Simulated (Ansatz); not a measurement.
**CH5N, singlet in STO-3G: errors against full CI**

Geometry: MP2(full)/6-31G*, from the G2/97 set.

```
atom    x (Å)    y (Å)    z (Å)
   C   0.0302   0.7392   0.0000
   N   0.0302  -0.7249   0.0000
   H  -0.9632   1.2110   0.0000
   H  -0.4797  -1.0647   0.8124
   H  -0.4797  -1.0647  -0.8124
   H   0.5713   1.0915   0.8807
   H   0.5713   1.0915  -0.8807
```

Basis STO-3G; Ansatz 0.2.0. Correlated methods freeze the noble-gas cores, which leaves 14 electrons in 13 orbitals. Prefix R: restricted or restricted open-shell reference. Active spaces: valence = (14e, 13o) chosen from the atoms' valence shells.

Full CI is exact within this basis and frozen core; it isn't the basis-set limit.

The UHF ⟨S²⟩ is 0.000. The T1 diagnostic (RCCSD) is 0.0039. The largest doubles amplitude (RCCSD) is 0.044.

```
   level  E − E(RHF) (eV)
    RMP2          -2.6692
   RCCSD          -3.6107
RCCSD(T)          -3.6272
```

Estimate how far full CI in STO-3G lies from RCCSD(T). The table doesn't fix it; the size of (T) and the diagnostics are the guide.

Full CI in STO-3G lies 8 meV below RCCSD(T), which is 47 % of the (T) step (-17 meV). The diagnostics give no warning, yet the rest is a sizeable part of (T).

The other levels:

| level | E − E(full CI) (meV) | share of correlation (%) | wall time |
| --- | --- | --- | --- |
| CISD | 209 | 94.24 | 0.21 s |
| BCCD(T) | 8 | 99.78 | 0.18 s |
| RCCSDT | 3 | 99.92 | – |
| CISDTQ | 6 | 99.84 | 0.7 s |
| RCCSDT(Q) | 0 | 99.99 | 0.49 s |
| RCCSDTQ | 0 | 100.00 | 4.9 s |

The correlation energy at full CI, counted from RHF, is -3.635 eV. That run took 4.8 s on 1 thread of AMD EPYC 7R13, shared host over 1,472,976 determinants.

Run but not shown, since their state or frozen core can't be matched to the reference's or they repeat it: CASSCF (valence space), NEVPT2 (valence space), MRCISD (valence space), MRCISD+Q (valence space).

Times hold each run's SCF and search for its determinant on a shared host, so for small cases they say little of a method's own cost; they ran on 1 thread of AMD EPYC 7R13.

The full-CI state has the irrep A' of Cs, in the program's axes.

Natural occupations of full CI about the gap: 1.981 1.977 1.975 1.973 1.971 0.028 0.025 0.024 0.023 0.023; effectively unpaired electrons, Σ n²(2−n)², 0.03.

Atomization energy (electronic, same basis, no zero-point term; atoms at the same level, unrestricted beside the R rows where the molecule is a closed shell, with restricted open-shell steps beyond CCSDT(Q)) at full CI: 2349.5 kJ/mol. Errors of other levels:

```
    level  error (kJ/mol)
      RHF          -297.6
     RMP2           -65.9
     CISD           -20.2
    RCCSD            -2.4
 RCCSD(T)            -0.8
  BCCD(T)            -0.8
   RCCSDT            -0.3
   CISDTQ            -0.6
RCCSDT(Q)            -0.1
  RCCSDTQ             0.0
```

This basis is far from its limit, so the value isn't to be set against a measured one. Truncated CI isn't size-consistent, which counts against it in atomization.
